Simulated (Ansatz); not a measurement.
A made-up structure of C2H6B, doublet:

B1  (-0.663, 0.655, -0.938)
C2  (0.396, 0.256, 0.119)
C3  (0.166, -0.906, 0.994)
H4  (-1.482, -0.134, -1.311)
H5  (-0.591, 1.724, -1.472)
H6  (0.848, 1.103, 0.640)
H7  (1.159, 0.004, -0.670)
H8  (-0.334, -1.789, 0.615)
H9  (-0.623, 0.519, 0.204)
(Å)

It is relaxed with PBE-D4/def2-SVP and then PBE0-D4/def2-TZVP (Ansatz 0.2.0). Atoms count as bonded within 1.22 times the sum of their covalent radii (H–H: 0.88 Å). The end point is not checked to be a true minimum.

Problem. Does its bonding change? (Judge from chemistry; the calculation decides.)

Solution. The calculation gives: Yes. Formed: B1–C3, C2–H5; broken: B1–C2, B1–H5, C2–H9.

Where it ends: The first stage lowers the energy by 3.96 eV in 17 steps. It ends as C₂H₆B ([BH2][CH][CH3]):
| atom | x (Å) | y (Å) | z (Å) |
| --- | --- | --- | --- |
| B1 | -1.5717 | 0.0554 | -0.6032 |
| C2 | 0.9772 | 0.5095 | 0.0354 |
| C3 | -0.2048 | -0.3696 | -0.0928 |
| H4 | -2.4697 | -0.7335 | -0.6699 |
| H5 | 0.7728 | 1.5329 | -0.2808 |
| H6 | 1.3397 | 0.5262 | 1.0720 |
| H7 | 1.8180 | 0.1196 | -0.5540 |
| H8 | -0.0339 | -1.4013 | 0.2167 |
| H9 | -1.7516 | 1.1920 | -0.9422 |

Labels in which every atom is bracketed show which atoms are joined, not bond orders.

For scale, one of the runs: PBE0-D4/def2-TZVP relaxation, 129 basis functions, launched by `ansatz run in.yaml --threads 2 --pin off --events-out ev --progress --plain --max-ram 4352MiB`. The run took about 100 s on 2 CPU threads of an Arm Neoverse V2 (shared host).
